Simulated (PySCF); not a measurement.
C4H7F.
Atom-mapped SMILES: `[CH3:1][CH2:2]/[CH:3]=[CH:4]\[F:5]` (hydrogens: H6, H7, H8 on C1; H9, H10 on C2; H11 on C3; H12 on C4)

The same species was optimised twice, with GFN2-xTB and with PBE0-D3(BJ)/def2-SVP (PySCF), and the same property calculations (PySCF, gas phase) were run on both structures.

```json
{"coordinate": "C3–H11 (Å)", "GFN2-xTB": "1.080", "PBE0-D3(BJ)/def2-SVP": "1.095", "change": "+0.015"}
{"coordinate": "C1–H6 (Å)", "GFN2-xTB": "1.088", "PBE0-D3(BJ)/def2-SVP": "1.102", "change": "+0.014"}
{"coordinate": "C4–H12 (Å)", "GFN2-xTB": "1.080", "PBE0-D3(BJ)/def2-SVP": "1.094", "change": "+0.014"}
{"coordinate": "C1–H8 (Å)", "GFN2-xTB": "1.087", "PBE0-D3(BJ)/def2-SVP": "1.101", "change": "+0.014"}
{"coordinate": "C1–H7 (Å)", "GFN2-xTB": "1.088", "PBE0-D3(BJ)/def2-SVP": "1.101", "change": "+0.013"}
{"coordinate": "C4–F5 (Å)", "GFN2-xTB": "1.347", "PBE0-D3(BJ)/def2-SVP": "1.335", "change": "-0.012"}
{"coordinate": "C2–H9 (Å)", "GFN2-xTB": "1.094", "PBE0-D3(BJ)/def2-SVP": "1.105", "change": "+0.011"}
{"coordinate": "C3=C4 (Å)", "GFN2-xTB": "1.319", "PBE0-D3(BJ)/def2-SVP": "1.330", "change": "+0.011"}
{"coordinate": "C2–H10 (Å)", "GFN2-xTB": "1.091", "PBE0-D3(BJ)/def2-SVP": "1.101", "change": "+0.010"}
{"coordinate": "C1–C2 (Å)", "GFN2-xTB": "1.528", "PBE0-D3(BJ)/def2-SVP": "1.525", "change": "-0.003"}
{"coordinate": "C2–C3 (Å)", "GFN2-xTB": "1.495", "PBE0-D3(BJ)/def2-SVP": "1.495", "change": "0.000"}
{"coordinate": "H9–C2–H10 (°)", "GFN2-xTB": "108.3", "PBE0-D3(BJ)/def2-SVP": "106.2", "change": "-2.1"}
{"coordinate": "C1–C2–C3 (°)", "GFN2-xTB": "111.0", "PBE0-D3(BJ)/def2-SVP": "113.0", "change": "+2.0"}
{"coordinate": "C4–C3–H11 (°)", "GFN2-xTB": "117.9", "PBE0-D3(BJ)/def2-SVP": "116.1", "change": "-1.8"}
{"coordinate": "C2–C3–H11 (°)", "GFN2-xTB": "116.9", "PBE0-D3(BJ)/def2-SVP": "118.5", "change": "+1.6"}
{"coordinate": "C3–C4–H12 (°)", "GFN2-xTB": "126.1", "PBE0-D3(BJ)/def2-SVP": "124.9", "change": "-1.2"}
{"coordinate": "F5–C4–H12 (°)", "GFN2-xTB": "111.5", "PBE0-D3(BJ)/def2-SVP": "112.5", "change": "+1.0"}
{"coordinate": "H6–C1–H8 (°)", "GFN2-xTB": "108.6", "PBE0-D3(BJ)/def2-SVP": "107.6", "change": "-1.0"}
{"coordinate": "H6–C1–H7 (°)", "GFN2-xTB": "108.4", "PBE0-D3(BJ)/def2-SVP": "107.5", "change": "-0.9"}
{"coordinate": "C1–C2–C3–C4 (°)", "GFN2-xTB": "-120", "PBE0-D3(BJ)/def2-SVP": "-121", "change": "-1"}
```

Rotational constants: A = 12096, B = 2716, C = 2473 MHz (GFN2-xTB) against A = 12260, B = 2665, C = 2427 MHz (PBE0-D3(BJ)/def2-SVP). Point groups within 0.08 Å: C1 and C1. Atoms that the bonding makes alike are paired by their places after alignment.

On the GFN2-xTB structure: isotropic polarisability (au) 51.0 [CAM-B3LYP/def2-SVPD]; HOMO (eV) -8.70 [CAM-B3LYP/def2-SVPD]; LUMO (eV) 1.31 [CAM-B3LYP/def2-SVPD]; dipole (D) 1.53 [CAM-B3LYP/def2-SVPD]; HOMO (eV) -7.26 [PBE0/pcSseg-1]; LUMO (eV) 0.61 [PBE0/pcSseg-1]; dipole (D) 1.41 [PBE0/pcSseg-1]; GIAO shielding of C1 (ppm) 169.6 [PBE0/pcSseg-1]; GIAO shielding of C2 (ppm) 165.7 [PBE0/pcSseg-1]; GIAO shielding of C3 (ppm) 66.0 [PBE0/pcSseg-1]; GIAO shielding of C4 (ppm) 29.9 [PBE0/pcSseg-1]; GIAO shielding of F5 (ppm) 300.7 [PBE0/pcSseg-1].

What do these properties become on the PBE0-D3(BJ)/def2-SVP structure?

```json
{"property": "isotropic polarisability (au)", "level": "CAM-B3LYP/def2-SVPD", "on GFN2-xTB": "51.0", "on PBE0-D3(BJ)/def2-SVP": "51.9", "change": "+0.9"}
{"property": "HOMO (eV)", "level": "CAM-B3LYP/def2-SVPD", "on GFN2-xTB": "-8.70", "on PBE0-D3(BJ)/def2-SVP": "-8.64", "change": "+0.06"}
{"property": "LUMO (eV)", "level": "CAM-B3LYP/def2-SVPD", "on GFN2-xTB": "1.31", "on PBE0-D3(BJ)/def2-SVP": "1.29", "change": "-0.02"}
{"property": "dipole (D)", "level": "CAM-B3LYP/def2-SVPD", "on GFN2-xTB": "1.53", "on PBE0-D3(BJ)/def2-SVP": "1.43", "change": "-0.10"}
{"property": "energy, GFN2-xTB geometry as zero (kcal/mol)", "level": "CAM-B3LYP/def2-SVPD", "on GFN2-xTB": "0.0", "on PBE0-D3(BJ)/def2-SVP": "-0.4", "change": "-0.4"}
{"property": "HOMO (eV)", "level": "PBE0/pcSseg-1", "on GFN2-xTB": "-7.26", "on PBE0-D3(BJ)/def2-SVP": "-7.20", "change": "+0.06"}
{"property": "LUMO (eV)", "level": "PBE0/pcSseg-1", "on GFN2-xTB": "0.61", "on PBE0-D3(BJ)/def2-SVP": "0.56", "change": "-0.05"}
{"property": "dipole (D)", "level": "PBE0/pcSseg-1", "on GFN2-xTB": "1.41", "on PBE0-D3(BJ)/def2-SVP": "1.31", "change": "-0.10"}
{"property": "energy, GFN2-xTB geometry as zero (kcal/mol)", "level": "PBE0/pcSseg-1", "on GFN2-xTB": "0.0", "on PBE0-D3(BJ)/def2-SVP": "-0.3", "change": "-0.3"}
{"property": "GIAO shielding of C1 (ppm)", "level": "PBE0/pcSseg-1", "on GFN2-xTB": "169.6", "on PBE0-D3(BJ)/def2-SVP": "167.9", "change": "-1.7"}
{"property": "GIAO shielding of C2 (ppm)", "level": "PBE0/pcSseg-1", "on GFN2-xTB": "165.7", "on PBE0-D3(BJ)/def2-SVP": "164.9", "change": "-0.8"}
{"property": "GIAO shielding of C3 (ppm)", "level": "PBE0/pcSseg-1", "on GFN2-xTB": "66.0", "on PBE0-D3(BJ)/def2-SVP": "64.8", "change": "-1.2"}
{"property": "GIAO shielding of C4 (ppm)", "level": "PBE0/pcSseg-1", "on GFN2-xTB": "29.9", "on PBE0-D3(BJ)/def2-SVP": "28.6", "change": "-1.3"}
{"property": "GIAO shielding of F5 (ppm)", "level": "PBE0/pcSseg-1", "on GFN2-xTB": "300.7", "on PBE0-D3(BJ)/def2-SVP": "299.2", "change": "-1.5"}
```

The heavy atoms differ by 0.021 Å rms after alignment (one structure mirrored). Among all bonds C1–H6, C1–H8, C3–H11 and C4–H12 change most and about equally (+0.014 to +0.015 Å). Changes are differences of the printed values. Neither structure is proved a minimum here.

Shape of the structure used: `[CH3:1][CH2:2]/[CH:3]=[CH:4]\[F:5]`: C1–C2–C3–C4 -121°.
